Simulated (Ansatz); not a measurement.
For 1T (CdI2-type) TiTe₂, PBE-D3(BJ) (plane waves, PAW; Ansatz, an electronic-structure program) gives:

| Item | Value |
|---|---|
| equilibrium lattice constant a | 3.699 Å |
| c axis length | 6.379 Å |

Task: What does PBE0-D4 (Ansatz, plane waves, PAW) give for the same quantities?

Result: 
- lattice constant a: 3.744 Å (rises by 1.2 %)
- lattice parameter c: 6.414 Å (grows by 0.5 %)

Changes are worked out from the printed values.

Unless a cell is named, each level is at its own relaxed cell (PBE-D3(BJ) 25.19, PBE0-D4 25.96 Å³/atom).

Caveats: exact exchange on metals is sensitive to the k mesh and can open a false gap (PBE0-D4); the run warned that the count of filled bands differs between k points (PBE0-D4). Ansatz's density-functional and Hartree–Fock values are scalar-relativistic unless marked +SOC, with PAW data made under PBE.
